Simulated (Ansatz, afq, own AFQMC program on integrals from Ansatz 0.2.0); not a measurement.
# H$_{3}$, doublet in cc-pVTZ, levels against full CI

```yaml
atoms:
  - { symbol: H, position_ang: [0.0000, 0.0000, -0.8613] }
  - { symbol: H, position_ang: [0.0000, 0.0000, 0.0107] }
  - { symbol: H, position_ang: [0.0000, 0.0000, 0.8507] }
```

Basis cc-pVTZ. Only valence electrons are correlated. AFQMC by an in-house program on the Cholesky factors that Ansatz 0.2.0 writes for its CCSD(T) run. ph-AFQMC/CISD is guided by a CISD state made of CCSD amplitudes; releasing the constraint for a short imaginary time cuts its bias at the price of noise, slowly where states lie close. Error bars are statistical, one sigma.

Determinant: UHF, the one that the program's search chose, which needn't be the lowest solution. The geometry is a point of a scan.

Full CI on the same integrals is exact in this basis and with this determinant's frozen core.

The T1 diagnostic is 0.0170 and the weight of the determinant in the CISD state is 0.972. The ⟨S²⟩ of the determinant is 0.777. The size of the correlated space is 3 electrons in 42 orbitals.

Reference: full CI, correlation energy -1.409 eV. The released energy is read at 2.40 1/Eh (meV from the phaseless value at times in 1/Eh: -0.12 ± 0.17 at 0.24, -0.22 ± 0.09 at 0.51, -0.55 ± 0.10 at 0.99, -0.43 ± 0.12 at 1.62, -0.50 ± 0.14 at 2.40).

| level | E − E(reference) (kJ/mol) | share of correlation (%) |
| --- | --- | --- |
| HF | 135.9 | 0.00 |
| MP2 | 31.5 | 76.83 |
| CCSD | 1.5 | 98.91 |
| CCSD(T) | 0.3 | 99.79 |
| ph-AFQMC/CISD | 0.0 ± 0.01 | 99.96 |
| released AFQMC | 0.0 ± 0.01 | 100.00 |

A walk keeps the symmetry of its determinant, which the program's search chose and which needn't be the lowest solution, so a lower state of the same spin and another symmetry isn't excluded. Released energies are given only where the last usable release times agree within the noise; a slower fall can still hide under it.
